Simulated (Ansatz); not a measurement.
TbWO4Cl (C2/m, No. 12; cell taken from a computed entry), treated with PBEsol (plane waves, PAW; Ansatz, an electronic-structure program).

Run with plane-wave cutoff 520 eV, 6×6×6 k mesh, Fermi–Dirac smearing 0.01 eV, spin-polarised start, scalar-relativistic PAW data made under PBE.

Cell (relaxed with PBEsol):

TbWClO₄ has the monoclinic space group C2/m (No. 12), Pearson symbol mS28. Lattice parameters: a = 10.267 Å, b = 7.290 Å, c = 6.846 Å, α = γ = 90.00°, β = 107.78°. Tb on 4i is surrounded by 4 O at 2.291–2.303 Å and 2 O at 2.614 Å and 2 Cl at 2.695–2.740 Å. W on 4i has 4 O at 1.758–1.796 Å (tetrahedral). Cl on 4i has 2 Tb at 2.695–2.740 Å (bent). O1 on 4i has 1 W at 1.758 Å and 1 Tb at 2.303 Å (linear). O2 on 4i sees 1 W at 1.772 Å and 1 Tb at 2.299 Å (linear). O3 on 8j has 1 W at 1.796 Å and 1 Tb at 2.291 Å and 1 Tb at 2.614 Å. (Neighbours: up to the widest gap in distance over summed covalent radii, below 1.35, at either atom; cation-cation and far metal-metal contacts left out.)
(The calculation used a cell of 14 atoms; values per cell refer to that cell.)

Task: Predict the band gap and Γ–Γ gap.

Result: 
* **band gap**: 0.10 eV
* **Γ–Γ gap**: 0.15 eV

Note: the magnetic order was assumed, not searched for or taken from measurement; the 4f shell is treated without U or exact exchange, so its levels and filling can be wrong.

Spin–orbit coupling is not included; it can close the smallest gap of 0.10 eV.

Static lattice: no zero-point or thermal effects.
